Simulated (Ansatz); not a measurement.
# Rutile MnO2: smallest direct gap on the k points sampled by level of theory

No measured value is used here.

| level (code) | value (eV) |
|---|---|
| r²SCAN (Ansatz) | 0.39 |
| B3LYP (VWN-RPA form) (Ansatz) | (withheld) |
| PBE0 (Ansatz) | 2.46 |
| r²SCAN0 (Ansatz) | 2.76 |
| Hartree–Fock (Ansatz) | 10.71 |

Problem. Complete the blanks.

Solution. 
- B3LYP (VWN-RPA form) (Ansatz, a quantum-chemistry and plane-wave program), value (eV): 2.05

Computed values are for a static lattice. Spin-polarised runs: r²SCAN (opposed moments), B3LYP (VWN-RPA form) (opposed moments), PBE0 (opposed moments), r²SCAN0 (opposed moments), Hartree–Fock (opposed moments). Values are at the measured cell (atoms relaxed with PBEsol). Cutoffs and k meshes differ between the levels. Ansatz's density-functional and Hartree–Fock values are scalar-relativistic unless marked +SOC, with PAW data made under PBE.
